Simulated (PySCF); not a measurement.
**Static response to an electric field**

H3PS.
Numbering: `[PH3:1]=[S:2]` (hydrogens: H3, H4, H5 on P1)

Cartesian coordinates in Å at the GFN2-xTB level; atoms count from 1:
```
atom  x, y, z in Å
P1     0.0142    0.0002   -0.0053
S2     1.9137   -0.0187   -0.2378
H3    -0.5157   -0.6001    1.1358
H4    -0.6282    1.2352    0.0669
H5    -0.7753   -0.6137   -0.9767
```

Level: PBE0/def2-SVPD (PySCF), static field, nuclei fixed, core orbitals frozen in the response. The polarisability tensor in these axes (au):

```
x   61.48 -0.20 -2.49
y   -0.20 41.17  0.03
z   -2.49  0.03 41.48
```

Diagonalise the tensor; give its mean and Δα, where Δα² is half the sum of the squared differences of the eigenvalues.

Principal values 41.17, 41.17 and 61.78 au; mean 48.04 au = 7.12 Å³ = 7.92 × 10⁻⁴⁰ C²·m²/J; Δα = 20.61 au (43 % of the mean).

What is the dipole moment, and where does it point?

(-3.68, 0.04, 0.45) D, 3.70 D in size, pointing from the negative to the positive side. Measured along this direction, the outermost atoms are S2 at the negative end and H5, H3 and H4 at the positive end.

Orientational against electronic polarisability at 350 K (dilute gas, rigid molecules)?

In Gaussian units μ²/3kT = 94.61 Å³ against 7.12 Å³, a ratio of 13.29; the Debye molar polarisation (4π/3)N_A(α + μ²/3kT) is 256.6 cm³/mol, leaving out the vibrational part.

Refractivity n − 1 of an ideal gas of it at 273.15 K and 1 atm, from the electronic α?

N = p/kT = 2.6868 × 10¹⁹ cm⁻³, so n − 1 = 2π × N × 7.12 × 10⁻²⁴ cm³ = 1202 × 10⁻⁶ at long wavelengths, for an ideal gas.

In TDDFT the mean static polarisability is Σ f/ω² over all singlet excitations (ω in hartree). How much of it do the 8 lowest give? Their energies (eV) and oscillator strengths: 5.42, 0.0213; 5.42, 0.0214; 5.99, 0.0000; 6.01, 0.0134; 6.01, 0.0133; 6.18, 0.0009; 6.18, 0.0008; 6.75, 0.1770.

They add up to 4.53 au, 9.4 % of the 48.04 au; the largest single term is 2.88 au, from the state at 6.75 eV. Terms in order: 0.54, 0.54, 0.00, 0.27, 0.27, 0.02, 0.02, 2.88 au. Higher excitations give the rest. The strengths listed sum to 0.248.

Rayleigh depolarisation ratio (linearly polarised light, static tensor)?

ρ = 3Δα²/(45ᾱ² + 4Δα²) = 1274.9/(103863 + 1699.8) = 0.0121.

What are the principal values of the traceless quadrupole moment, Θ = ½Σq(3rr − r²1), about the centre of nuclear charge?

-0.91, -0.91, 1.82 D·Å. The values depend on the origin, since the dipole doesn't vanish. The electronic extent ⟨r²⟩ about the same centre is 205 bohr², a root-mean-square distance of 1.30 Å for the 34 electrons.

Isolated species at its GFN2-xTB geometry, gas phase.
